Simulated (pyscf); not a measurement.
PySCF, gas phase, ωB97X-D3(BJ)/def2-SVP geometries.

Task: Estimate the classical barrier height and the reaction energy of H₂N–SnH(OH)–OH -> HO–Sn:–OH [singlet] + ammonia (NH₃) at ωB97M-D3(BJ)/def2-TZVP. The step runs on the singlet surface, breaks N–Sn, H–Sn and forms H–N; take the reactant's lowest minimum found as zero.

Result: ΔE‡ = 48.8 kcal/mol, ΔE = -10.9 kcal/mol. Zero-point energy shifts the barrier by -1.9 kcal/mol. It is a 1,1-elimination, with an imaginary mode of 1381i cm⁻¹. On the product side the descent ends in an adduct with a N–Sn contact, 19.1 kcal/mol under the separated species and 76.1 kcal/mol under the saddle at ωB97X-D3(BJ)/def2-TZVP. What is counted as broken (N–Sn) persists as a longer contact in the product adduct; parting that adduct is a step of its own. At ωB97X-D3(BJ) the barrier from the zero used here is 51.4 kcal/mol. This is the saddle that the search found; another between the same sides may lie lower. Elements past Kr carry the def2 core potentials, without spin-orbit coupling.
